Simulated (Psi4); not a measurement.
# C2H4Al− (SMILES C#[C][AlH3-]): MP3/6-311+G(d,p)

What is the vertical singlet–triplet gap of C2H4Al− at MP3/6-311+G**? 

The results are computed with Psi4 1.11.

2 further runs of the same task are left out: 2 set aside as unsound or not needed.

## (1) The molecule

C2H4Al−: 7 atoms, total charge -1, spin state singlet. SMILES: `C#[C][AlH3-]`. Geometry: a GFN2-xTB relaxation, a rough one for these elements and not checked as a minimum.

Bond lengths: C1–C2 1.212 Å, C2–Al3 2.015 Å, C1–H4 1.062 Å, Al3–H5 1.624 Å, Al3–H6 1.624 Å, Al3–H7 1.624 Å. Angles: C1–C2–Al3 179.0°, C2–C1–H4 179.4°, C2–Al3–H5 109.9°, C2–Al3–H6 109.8°, C2–Al3–H7 109.8°, H5–Al3–H6 109.1°, H5–Al3–H7 109.2°, H6–Al3–H7 109.1°.

## (2) The energy at MP3/6-311+G(d,p)

The input, calc.inp:

```
memory 1.6 GB

molecule system {
  -1 1
  C     -1.73098913    -3.57254614     0.06942854
  C     -0.74935200    -1.50446766     0.01330367
  Al     0.92881929     1.91374454    -0.03951417
  H     -2.60922045    -5.37685664     0.11485755
  H      0.53751370     3.22504440    -2.78562638
  H     -0.30836551     3.71066622     2.11798614
  H      3.93157520     1.60445307     0.50958355
  units bohr
  symmetry c1
  no_reorient
  no_com
}

set {
  basis           6-311+G**
  reference       rhf
  puream          true
  e_convergence   1e-09
  d_convergence   1e-08
  scf_type        pk
  num_frozen_docc 7
  mp_type         conv
}

E, wfn = energy('mp3', return_wfn=True)
print_variables()
```

Launch:

```bash
$ psi4 -i calc.inp -o calc.out -n 1
```

calc.out:

```text
[...]
  Running in c1 symmetry.
[...]
  Nuclear repulsion =   74.135103464803166
[...]
  Multiplicity = 1
[...]
  Nalpha       = 15
  Nbeta        = 15
[...]
    Number of basis functions: 98
[...]
   @RHF iter   1:  -319.86654622062457   -1.29451e+00   4.13401e-03 DIIS/ADIIS
[...]
   @RHF iter  10:  -319.97157311612102   -6.01403e-11   6.13550e-09 DIIS
[...]
    Orbital Energies [Eh]
    ---------------------
    Doubly Occupied:
       1A    -58.243364     2A    -11.050797     3A    -11.041795
       4A     -4.654283     5A     -2.970334     6A     -2.969960
       7A     -2.969959     8A     -0.841445     9A     -0.566500
      10A     -0.413156    11A     -0.287702    12A     -0.236606
      13A     -0.236566    14A     -0.200342    15A     -0.200290
[...]
  @RHF Final Energy:  -319.97157311612102
   => Energetics <=
    Nuclear Repulsion Energy =             74.1351034648031657
    One-Electron Energy =                -594.4471553672474329
    Two-Electron Energy =                 200.3404787863233025
    Total Energy =                       -319.9715731161210215
[...]
 Multipole Moments:
 ------------------------------------------------------------------------------------
     Multipole            Electronic (a.u.)      Nuclear  (a.u.)        Total (a.u.)
 ------------------------------------------------------------------------------------
 L = 1.  Multiply by 2.5417464519 to convert [e a0] to [Debye]
 Dipole X            :          0.5559286           -1.2558931           -0.6999644
 Dipole Y            :          0.9772093           -2.4200967           -1.4428874
 Dipole Z            :          0.0928173           -0.0604901            0.0323272
 Magnitude           :                                                    1.6040322
[...]
	SCS-MP2 Total Energy (a.u.)        :  -320.33368057379249
	SOS-MP2 Total Energy (a.u.)        :  -320.33653832547918
[...]
	SOS-PI-MP2 Total Energy (a.u.)     :  -320.36461257235288
[...]
	MP2 Total Energy (a.u.)            :  -320.32796507041917
[...]
	SCS-MP3 Total Energy (a.u.)        :  -320.33963528120256
[...]
	MP3 Total Energy (a.u.)            :  -320.35178390005950
[...]
```

It took 12 s on 1 thread of Intel Xeon 6975P-C (Granite Rapids), shared host; peak memory 0.9 GiB.

## (3) The triplet, same level

The input, run.py:

```python
import psi4

psi4.set_memory(1600000000)
psi4.set_num_threads(1)
psi4.core.set_output_file('c2h4al.out', False)

geom = psi4.geometry("""
-1 3
C     -0.916000    -1.890510     0.036740
C     -0.396540    -0.796130     0.007040
Al     0.491510     1.012710    -0.020910
H     -1.380740    -2.845310     0.060780
H      0.284440     1.706620    -1.474090
H     -0.163180     1.963600     1.120790
H      2.080500     0.849040     0.269660
symmetry c1
""")

options = {'reference': 'uhf', 'puream': True, 'e_convergence': 1e-09, 'd_convergence': 1e-08, 'scf_type': 'pk', 'num_frozen_docc': 7, 'maxiter': 200, 'mp_type': 'conv'}
psi4.set_options(options)

E, wfn = psi4.energy('mp3/6-311+G**', molecule=geom, return_wfn=True)
print(f'mp3/6-311+G** energy: {E:.10f} Eh')
```

Launch:

```bash
$ python run.py
```

c2h4al.out:

```text
[...]
  Running in c1 symmetry.
[...]
  Nuclear repulsion =   74.135103438769605
[...]
  Multiplicity = 3
[...]
  Nalpha       = 16
  Nbeta        = 14
[...]
    Number of basis functions: 98
[...]
   @UHF iter   1:  -319.43931827782126   -8.67277e-01   6.13256e-03 DIIS/ADIIS
[...]
   @UHF iter  75:  -319.80370430598663   -6.37783e-10   6.50287e-09 DIIS
[...]
   @S^2 Observed:                2.015661568E+00
[...]
    Orbital Energies [Eh]
    ---------------------
    Alpha Occupied:
       1A    -58.240182     2A    -11.085798     3A    -11.059041
       4A     -4.650248     5A     -2.966389     6A     -2.966198
       7A     -2.965851     8A     -0.925888     9A     -0.606550
      10A     -0.430338    11A     -0.384334    12A     -0.300061
      13A     -0.274192    14A     -0.212453    15A     -0.206279
      16A     -0.030840
    Alpha Virtual:
      17A      0.161712    18A      0.175911    19A      0.184952
      20A      0.185195    21A      0.200925    22A      0.237279
      23A      0.251308    24A      0.289031    25A      0.295781
[...]
  @UHF Final Energy:  -319.80370430598663
   => Energetics <=
    Nuclear Repulsion Energy =             74.1351034387696046
    One-Electron Energy =                -593.9716234011725646
    Two-Electron Energy =                 200.0328156564162896
    Total Energy =                       -319.8037043059866278
  UHF NO Occupations:
  HONO-2 :   14  A 1.9957186
  HONO-1 :   15  A 1.0000000
[...]
 Multipole Moments:
 ------------------------------------------------------------------------------------
     Multipole            Electronic (a.u.)      Nuclear  (a.u.)        Total (a.u.)
 ------------------------------------------------------------------------------------
 L = 1.  Multiply by 2.5417464519 to convert [e a0] to [Debye]
 Dipole X            :         -1.1784987            0.3990810           -0.7794177
 Dipole Y            :         -2.3527629            0.7956921           -1.5570708
 Dipole Z            :          0.0234289            0.0011357            0.0245646
 Magnitude           :                                                    1.7414261
[...]
	SCS-MP2 Total Energy (a.u.)        :  -320.11556214553866
	SOS-MP2 Total Energy (a.u.)        :  -320.11902267274320
[...]
	SOS-PI-MP2 Total Energy (a.u.)     :  -320.14327793172447
[...]
	MP2 Total Energy (a.u.)            :  -320.10864109112975
[...]
	SCS-MP3 Total Energy (a.u.)        :  -320.12519970126840
[...]
	MP3 Total Energy (a.u.)            :  -320.14719131404871
[...]
```

Standard output:

```text
mp3/6-311+G** energy: -320.1471913140 Eh
```

It took 25 s on 1 thread of Intel Xeon 6975P-C (Granite Rapids), shared host; peak memory 0.99 GiB.

## (4) Results

At MP3/6-311+G**, 7 core orbitals frozen:

| quantity | value |
| --- | --- |
| singlet: total energy | -320.35178 Eh |
| singlet: HOMO energy (Hartree–Fock orbitals) | -5.45 eV |
| singlet: LUMO energy (Hartree–Fock orbitals) | 4.45 eV |
| singlet: HOMO–LUMO gap (to an unbound level, set by the basis) | 9.90 eV |
| singlet: correlation energy (7 core orbitals frozen) | -380.2 mEh |
| triplet: total energy | -320.14719 Eh |
| triplet: HOMO energy (Hartree–Fock orbitals) (highest over α and β) | -0.84 eV |
| triplet: LUMO energy (Hartree–Fock orbitals) (lowest over α and β) | 4.40 eV |
| triplet: correlation energy (7 core orbitals frozen) | -343.5 mEh |
| triplet: ⟨S²⟩ of the reference determinant | 2.016 |
| vertical energy of the triplet above the singlet | 5.567 eV |

What this shows: At this shape the triplet lies 5.57 eV (537 kJ/mol) above the singlet. For an anion a state so high probably lies above electron detachment.
